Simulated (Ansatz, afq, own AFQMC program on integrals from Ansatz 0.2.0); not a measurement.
Two steps: Ansatz 0.2.0 writes the Fock matrix and Cholesky factors of the valence space, and afq projects on them the lowest state that overlaps trial and start.

```yaml
crystal:
  periodic: [false, false, false]
  atoms:
    - {symbol: N, position_ang: [-0.176111, 1.506289, -1.546219]}
    - {symbol: Cu, position_ang: [0.001423, 0.226191, -0.262215]}
    - {symbol: N, position_ang: [0.315829, -1.197891, 1.035760]}
    - {symbol: H, position_ang: [-1.103753, 1.454378, -1.976013]}
    - {symbol: H, position_ang: [-0.162153, 2.438927, -1.124484]}
    - {symbol: H, position_ang: [1.151879, -1.743443, 0.819005]}
    - {symbol: H, position_ang: [0.438134, -0.829907, 1.980375]}
    - {symbol: H, position_ang: [-0.465248, -1.854553, 1.073792]}
basis:
  gaussian: {orbitals: def2-TZVP}
magnetization: {spin_polarized: false}
correlation: {method: ccsd_t, electrons: outside_noble_gas, hamiltonian_folder: ham}
```

```sh
$ ansatz run in.yaml --threads 1 --pin off --events-out ev --progress --plain --max-ram 24576MiB --backend cuda --devices 0, --max-vram 18GiB
```

Options of the walk:

```
--method phaseless --trial hf --walkers 1400 --populations 20 --least-time 40 --time-step 0.005 --steps-per-block 20 --equilibration-blocks 160 --max-blocks 4000 --target-error 0.0014999999999999998 --factor-cut 1e-05 --seed 6197 --taylor-order 6
```

Times are imaginary, in 1/Eh. The walk had a cap of 143 s. With eight or more populations the least sampling time is a fifth of least-time, and the error comes from their spread.

afq prints:

```
orbitals 126  electrons 13 13  factors 1019 of 1115
reference energy -1750.78760290 Eh
CCSD correlation -0.86335143 Eh in 18 cycles, weight of the determinant in the CISD state 0.7937
energy of the start -1750.787603 Eh
 block  time / (1/Eh)  mean weight  energy / Eh
     1     0.100  1.0072  -1751.137469
     2     0.200  1.0081  -1751.322342
     3     0.300  1.0082  -1751.436714
     4     0.400  1.0056  -1751.492132
     5     0.500  1.0048  -1751.530121
     8     0.800  1.0040  -1751.631241
    14     1.400  0.9999  -1751.648087
    53     5.300  0.9986  -1751.696107
    66     6.600  0.9998  -1751.660496
    92     9.200  1.0000  -1751.691353
   131    13.100  1.0012  -1751.721746
   170    17.000  0.9992  -1751.673745
   209    20.900  1.0018  -1751.695487
   248    24.800  1.0000  -1751.716129
   287    28.700  0.9998  -1751.681114
   326    32.600  1.0003  -1751.708525
   365    36.500  1.0008  -1751.726254
   404    40.400  0.9997  -1751.691917
   443    44.300  0.9999  -1751.670828
   482    48.200  0.9994  -1751.719469
   521    52.100  0.9991  -1751.691889
   534    53.400  0.9996  -1751.706283
error from the spread of 20 populations
energy -1751.697465 +/- 0.001726 Eh
(rows thinned)
```

The run passed its tests (sampling time, drift between the halves within three errors, error under three times the target), which doesn't prove that it has relaxed, ending at its cap on processor time.

Against this walk (error 47.0 meV) on the same determinant: CCSD(T) 342.1 meV higher, a separate phaseless walk with a CISD trial and standard settings 315.6 ± 48.5 meV higher. The error is statistical and leaves out the bias of the constraint. None of these is a sure reference here.

Cautions: constraint bias not in the error; error above the target (47.0 against 40.8 meV); no relativity below Rb; outer-core shells of the metal frozen.

The walk took 2.4 min on 1 × NVIDIA H100 80GB HBM3 with 2 threads of AMD EPYC 7R13 Processor (Zen 3), with other jobs on the host (the card was shared). The log's last line is the phaseless energy.
